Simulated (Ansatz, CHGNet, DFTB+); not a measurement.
## How well does each level of theory give the lattice constant a of fcc Cu?

Reference value: 3.595 Å (measured, low-temperature or extrapolated to 0 K; zero-point anharmonic expansion removed; as tabulated in Csonka et al. (2009), arXiv:0903.4037).

### Question
What do GFN1-xTB as cut by DFTB+, CHGNet-r²SCAN, LDA, PBE, PBEsol-D3(BJ), r²SCAN-D4, B3LYP (VWN-RPA form) give, and how far is each from the reference?

### Answer

```
level (code)                   value (Å)  error (%)
-----------------------------  ---------  ---------
GFN1-xTB as cut by DFTB+           3.792      +5.48
CHGNet-r²SCAN                      3.578      -0.47
LDA (Ansatz)                       3.518      -2.14
PBE (Ansatz)                       3.629      +0.95
PBEsol-D3(BJ) (Ansatz)             3.510      -2.36
r²SCAN-D4 (Ansatz)                 3.560      -0.97
B3LYP (VWN-RPA form) (Ansatz)      3.690      +2.64
```

Of the ranked levels CHGNet-r²SCAN (-0.47 %) comes nearest. Farthest off among them: GFN1-xTB as cut by DFTB+ (+5.48 %). Every level misses the reference by more than 0.3 %.

GFN1-xTB as cut by DFTB+: the method was fitted mainly to molecules. GFN1-xTB as cut by DFTB+: codes differ in how they cut the long-range tail of xTB's charge interaction in a crystal, so the value belongs to this code. Cutoffs and k meshes differ between the levels. Ansatz's density-functional and Hartree–Fock values are scalar-relativistic unless marked +SOC, with PAW data made under PBE.

Machine-learned potentials (CHGNet-r²SCAN) are trained on DFT data: a solid inside that data is no test of them.

Differences are worked out from the printed values.

Ansatz is a program for electronic structure.
